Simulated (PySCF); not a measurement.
**Exact simulation of a proton spin system**

Molecule: propane, C3H8.

Geometry:
| atom | x (Å) | y (Å) | z (Å) |
| --- | --- | --- | --- |
| C1 | -1.254 | 0.255 | -0.072 |
| C2 | -0.003 | -0.477 | 0.399 |
| C3 | 1.257 | 0.102 | -0.233 |
| H4 | -2.144 | -0.168 | 0.388 |
| H5 | -1.200 | 1.309 | 0.192 |
| H6 | -1.356 | 0.178 | -1.152 |
| H7 | 0.072 | -0.405 | 1.486 |
| H8 | -0.084 | -1.535 | 0.142 |
| H9 | 1.211 | 0.023 | -1.317 |
| H10 | 2.140 | -0.431 | 0.113 |
| H11 | 1.366 | 1.153 | 0.028 |

In vacuum, a single conformation, rapidly exchanging positions averaged, non-relativistic Hamiltonian. B3LYP/pcJ-1 coupling constants (without the spin–dipole term); PBE0/pcSseg-1 with gauge-including orbitals; GFN2-xTB structure; PySCF 2.14.

Referencing at the same level of theory: TMS for ¹H.

The 8-spin Hamiltonian (Zeeman plus full scalar coupling among like nuclei) was diagonalised exactly; lines are Lorentzian, 0.4 Hz wide, and the maxima above 3 % are listed with the tallest set to 100.

Peak list at 800 MHz for the spins H4/H5/H6/H7/H8/H9/H10/H11:
Hz from δ = 0 (height): 1119.8 (4), 1119.4 (4), 1111.9 (11), 1104.2 (16), 1096.5 (11), 1089.0 (5), 1088.7 (4), 807.6 (41), 799.9 (100), 792.2 (36)

Problem. Extract the chemical shifts and coupling constants behind this pattern (give the signs of the calculation).

Solution. 
Shifts (ppm): H4/H5/H6/H9/H10/H11 1.00, H7/H8 1.38.
Couplings (Hz): H4–H5, H4–H6, H5–H6, H9–H10, H9–H11, H10–H11: -13.2; H4–H7, H4–H8, H5–H7, H5–H8, H6–H7, H6–H8 …: 7.7; H7–H8: -13.0.
These are the parameters used. A line list fixes at most the relative signs, and those only where coupling is strong; other parameter sets or atom labellings may fit too, and couplings well below the line width leave little trace. Couplings within a CH3 group never show.

Unscaled 3J(H,H) at this level run about 10 % above measured values.
